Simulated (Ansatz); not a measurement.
# C3H3F: functionals against CCSD(T) at one geometry

The task here is to estimate one member of a computed series from the others.

Computed with Ansatz 0.2.0, Gaussian basis. Level: single points in def2-TZVPP.

Correlated methods freeze the cores.

### The starting structure

SMILES `FC1=CC1`, 7 atoms, charge 0, spin multiplicity 1.

Atoms are counted from 1 here; the program's logs count them from 0.

Bond lengths: F1–C2 1.243 Å, C2–C3 1.382 Å, C2–C4 1.526 Å, C3–C4 1.499 Å, C3–H5 1.307 Å, C4–H6 1.187 Å, C4–H7 0.952 Å. Angles: F1–C2–C3 151.6°, F1–C2–C4 145.9°, C3–C2–C4 61.8°, C2–C3–C4 63.8°, C2–C3–H5 149.5°, C4–C3–H5 146.6°, C2–C4–C3 54.4°, C2–C4–H6 114.2°, C2–C4–H7 119.9°, C3–C4–H6 112.2°, C3–C4–H7 117.2°, H6–C4–H7 121.0°.

Geometry (Å):

```
F    -1.5230   -1.2495    0.8174
C    -0.5727   -0.5825    0.3748
C     0.7134   -0.4776   -0.1202
C    -0.1304    0.7582   -0.2049
H     1.8626   -1.0354   -0.3953
H     0.1735    1.5652    0.6110
H    -0.4286    1.0234   -1.0697
```

Set-up of the first run:

run/in.yaml

```yaml
crystal:
  periodic: [false, false, false]
  atoms:
    - {symbol: F, position_ang: [-1.523000, -1.249500, 0.817400]}
    - {symbol: C, position_ang: [-0.572700, -0.582500, 0.374800]}
    - {symbol: C, position_ang: [0.713400, -0.477600, -0.120200]}
    - {symbol: C, position_ang: [-0.130400, 0.758200, -0.204900]}
    - {symbol: H, position_ang: [1.862600, -1.035400, -0.395300]}
    - {symbol: H, position_ang: [0.173500, 1.565200, 0.611000]}
    - {symbol: H, position_ang: [-0.428600, 1.023400, -1.069700]}
basis:
  gaussian: {orbitals: def2-TZVPP}
correlation: {method: ccsd_t}
output: {forces: true}
```

No record of the launch command was kept for these runs.

Among the steps run: CCSD(T)/def2-TZVPP; PBE0-D4/def2-TZVPP; wB97M-V/def2-TZVPP; r2SCAN-D4/def2-TZVPP; PBE-D4/def2-TZVPP; SPW92/def2-TZVPP; LC-wPBE/def2-TZVPP.

One table of the session follows, with a row left open; its other results are not shown here.

| method | RMS force component (eV/Å) | angle to CCSD(T) forces (°) | dipole (D) |
| --- | --- | --- | --- |
| CCSD(T) | 3.481 | reference | 0.69 |
| PBE0-D4 | 3.539 | 5.3 | 0.60 |
| wB97M-V | ? | ? | ? |
| r2SCAN-D4 | 3.513 | 3.9 | 0.49 |
| PBE-D4 | 3.481 | 2.8 | 0.45 |
| SPW92 | 3.444 | 6.3 | 0.54 |
| LC-wPBE | 3.692 | 6.6 | 0.67 |

Estimate the missing values for wB97M-V.

The run gave: RMS force component (eV/Å): 3.577; angle to CCSD(T) forces (°): 4.6; dipole (D): 0.61. In the column «RMS force component (eV/Å)» it lies between PBE0-D4 (3.539) and LC-wPBE (3.692).
